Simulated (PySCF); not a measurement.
Record of a relaxation.

Sulfuryl fluoride, F₂O₂S.
Bonds: O1–S2 (double), S2–O3 (double), S2–F4, S2–F5.

Computed by this run: PBE0-D3(BJ)/def2-SVP geometry optimisation, gas phase (PySCF); density fitting, grid level 1; the optimiser is geomeTRIC in internal coordinates, started from a GFN2-xTB structure with every atom displaced at random (about 0.01 Å). The frame can shift and turn from step to step; on so coarse a grid that alone can change the energy by a few meV, and forces under 0.02 eV/Å are noise.

Step 0: E = -20336.8348 eV, largest atomic force 2.681 eV/Å
```
atom  x, y, z in Å  |  force x, y, z in eV/Å
O1     -0.218   -1.130   -0.972   -0.246  -0.732  -1.165
S2     -0.070   -0.165    0.041    1.415   1.848  -1.330
O3     -0.381   -0.379    1.385   -0.427  -0.119   2.203
F4     -0.711    1.214   -0.417   -0.158  -0.541   0.062
F5      1.413    0.427   -0.075   -0.584  -0.456   0.230
```

Step 1: E = -20336.5078 eV, largest atomic force 4.428 eV/Å
```
atom  x, y, z in Å  |  force x, y, z in eV/Å
O1      0.864   -0.692   -1.071    0.358   1.840   0.708
S2      0.203   -0.002    0.013   -0.746  -4.364  -0.080
O3      0.458   -0.200    1.400    1.311   1.080   0.295
F4     -1.248   -0.572   -0.083   -1.353  -0.076  -0.485
F5     -0.246    1.431   -0.297    0.429   1.520  -0.439
```

Step 2: E = -20336.8230 eV, largest atomic force 2.586 eV/Å
```
atom  x, y, z in Å  |  force x, y, z in eV/Å
O1      0.887   -0.656   -1.065   -0.238   1.035   0.558
S2      0.165   -0.043    0.018    0.172  -2.580   0.069
O3      0.496   -0.171    1.399    0.395   0.495  -0.075
F4     -1.306   -0.588   -0.096   -0.394   0.112  -0.214
F5     -0.212    1.423   -0.295    0.065   0.938  -0.338
```

Step 3: E = -20336.9014 eV, largest atomic force 0.387 eV/Å
```
atom  x, y, z in Å  |  force x, y, z in eV/Å
O1      0.886   -0.624   -1.068    0.062  -0.024   0.216
S2      0.158   -0.087    0.034   -0.222  -0.165  -0.163
O3      0.518   -0.151    1.411    0.076  -0.034  -0.141
F4     -1.334   -0.576   -0.105   -0.003  -0.155   0.082
F5     -0.196    1.401   -0.311    0.087   0.377   0.005
```

Step 4: E = -20336.9076 eV, largest atomic force 0.105 eV/Å
```
atom  x, y, z in Å  |  force x, y, z in eV/Å
O1      0.887   -0.627   -1.060    0.017  -0.022  -0.059
S2      0.148   -0.084    0.028   -0.005  -0.039   0.057
O3      0.518   -0.151    1.402   -0.001   0.024   0.000
F4     -1.339   -0.595   -0.099    0.039   0.097  -0.011
F5     -0.183    1.420   -0.311   -0.050  -0.060   0.012
```

Step 5: E = -20336.9083 eV, largest atomic force 0.035 eV/Å
```
atom  x, y, z in Å  |  force x, y, z in eV/Å
O1      0.889   -0.628   -1.060   -0.004  -0.008  -0.010
S2      0.150   -0.085    0.029   -0.026  -0.005   0.023
O3      0.519   -0.151    1.403    0.012  -0.003  -0.005
F4     -1.338   -0.588   -0.101    0.016   0.014   0.001
F5     -0.188    1.416   -0.309    0.003   0.003  -0.008
```

Step 6: E = -20336.9083 eV, largest atomic force under 0.02 eV/Å
```
atom  x, y, z in Å  |  force x, y, z in eV/Å
O1      0.889   -0.628   -1.060   -0.003  -0.006  -0.004
S2      0.149   -0.085    0.029   -0.009  -0.007  -0.002
O3      0.520   -0.151    1.403    0.004   0.002  -0.004
F4     -1.338   -0.588   -0.101    0.002   0.008   0.010
F5     -0.189    1.416   -0.309    0.006   0.003   0.000
```

**Question.** Summarise the path.

**Answer.** The energy falls by 7.09 kJ/mol from step 0 to step 6; nine tenths of that is first reached at step 3. It rises by more than 0.2 meV at step 1. The largest force goes from 2.681 to under 0.02 eV/Å. Among the bonds S2=O3 changes most, from 1.397 to 1.424 Å; the atoms move by 0.034 Å rms after alignment.

What follows is the cost of the whole optimisation. Hardware: an Intel Xeon 6975P-C with one thread, shared host with 192 logical CPUs at a one-minute load of 79. Cost: 7.9 s wall, 0.33 GiB resident at most.
